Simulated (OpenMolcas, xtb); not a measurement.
# A ladder of methods for PH2 (SMILES [PH2])

PH2: 3 atoms, total charge 0, spin state doublet. SMILES: `[PH2]`. Geometry: relaxed at GFN2-xTB.

```xyz
3

P     0.5145   -0.3028    0.2527
H     0.1115    1.0274    0.1724
H    -0.6260   -0.7246   -0.4251
```

Each level gives the dipole moment (D). The values are calculated.

| level | kind | program | value (D) |
| --- | --- | --- | --- |
| GFN1-xTB | semi-empirical | xtb | 0.97 |
| ROHF/pcseg-0 | Hartree–Fock | OpenMolcas | 1.39 |
| UHF/pcseg-0 | Hartree–Fock | OpenMolcas | 1.40 |
| USVWN5/pcseg-0 | LDA | OpenMolcas | 1.55 |
| UPBE/pcseg-0 | GGA | OpenMolcas | 1.46 |
| U-r2SCAN/pcseg-0 | meta-GGA | OpenMolcas | 1.56 |
| UM06-2X/pcseg-0 | hybrid meta-GGA | OpenMolcas | 1.45 |

The values span 0.97 to 1.56 D. All rows use very small basis sets, so even the best lies far from the true value. Magnitudes only: a small dipole may point the other way at some levels.
